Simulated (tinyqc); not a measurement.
Inside a calculation. Method: Born-Oppenheimer dynamics on the UHF/sto-3g surface (energies and gradients from PySCF), for LiH, spin multiplicity 3. Computed by tinyqc, a small Python program that keeps every step (integrals from PySCF). Settings: charge = 0, multiplicity = 3, basis = sto-3g, time step (fs) = 0.5, steps = 16. Command: `OMP_NUM_THREADS=1 python tinyqc.py 21007 21008 out.jsonl` (the two numbers bound the seeds that draw the settings). One thread of a shared host (Intel(R) Xeon(R) Processor @ 2.60GHz), about 1 s of CPU time with the checks.

## Velocity Verlet step 1

positions (bohr), order 1Li, 2H:
```
[[0.000000, 0.000000, 0.000000],
 [0.000000, 0.000000, 3.025452]]
```

velocities (bohr per atomic time unit), order 1Li, 2H:
```
[[-0.000100106, -0.000056647, 0.000094580],
 [0.000696894, 0.000394353, -0.000658420]]
```

gradient (hartree/bohr), order 1Li, 2H:
```
[[0.00000000, 0.00000000, 0.02611363],
 [0.00000000, 0.00000000, -0.02611363]]
```

masses (electron masses): [12789.392909, 1837.152588]

gradient after step 1 (hartree/bohr), order 1Li, 2H:
```
[[0.00014640, 0.00008284, 0.02677833],
 [-0.00014640, -0.00008284, -0.02677833]]
```

dt = 0.5 fs = 20.6707 atomic units; x' = x + v dt - g dt^2 / (2m); after the new gradient g', v' = v - (g + g') dt / (2m).

positions after step 1 (bohr), order 1Li, 2H:
```
[[-0.002069, -0.001171, 0.001519],
 [0.014405, 0.008152, 3.014878]]
```

velocities after step 1 (bohr per atomic time unit), order 1Li, 2H:
```
[[-0.000100225, -0.000056714, 0.000051837],
 [0.000697717, 0.000394819, -0.000360864]]
```

## Velocity Verlet step 2

gradient after step 2 (hartree/bohr), order 1Li, 2H:
```
[[0.00029656, 0.00016782, 0.02704552],
 [-0.00029656, -0.00016782, -0.02704552]]
```

As before.

positions after step 2 (bohr), order 1Li, 2H:
```
[[-0.004143, -0.002345, 0.002143],
 [0.028845, 0.016322, 3.010533]]
```

velocities after step 2 (bohr per atomic time unit), order 1Li, 2H:
```
[[-0.000100583, -0.000056917, 0.000008341],
 [0.000700209, 0.000396229, -0.000058065]]
```

## Energy conservation

The total energy should stay constant up to terms of order dt^2; the step counts as short enough if it moves by less than 2 % of the largest kinetic energy.

Trajectory:
```
time (fs)  1Li-2H (angstrom)  potential (hartree)  kinetic (hartree)  total (hartree)
0.000000            1.601000          -7.76645114         0.00112899      -7.76532215
0.500000            1.594633          -7.76613293         0.00081197      -7.76532097
1.000000            1.592098          -7.76600402         0.00068354      -7.76532048
1.500000            1.593434          -7.76607211         0.00075138      -7.76532074
2.000000            1.598620          -7.76633313         0.00101142      -7.76532171
2.500000            1.607580          -7.76677163         0.00144834      -7.76532329
3.000000            1.620182          -7.76736255         0.00203726      -7.76532528
3.500000            1.636250          -7.76807397         0.00274649      -7.76532748
4.000000            1.655569          -7.76887028         0.00354060      -7.76532968
4.500000            1.677895          -7.76971538         0.00438369      -7.76533169
5.000000            1.702967          -7.77057547         0.00524208      -7.76533338
5.500000            1.730514          -7.77142110         0.00608642      -7.76533468
6.000000            1.760265          -7.77222849         0.00689293      -7.76533556
6.500000            1.791957          -7.77298002         0.00764400      -7.76533602
7.000000            1.825337          -7.77366415         0.00832802      -7.76533613
7.500000            1.860173          -7.77427480         0.00893887      -7.76533593
8.000000            1.896252          -7.77481055         0.00947504      -7.76533551
```

The total energy moves within 1.6e-05 hartree, under 2 % of the largest kinetic energy.
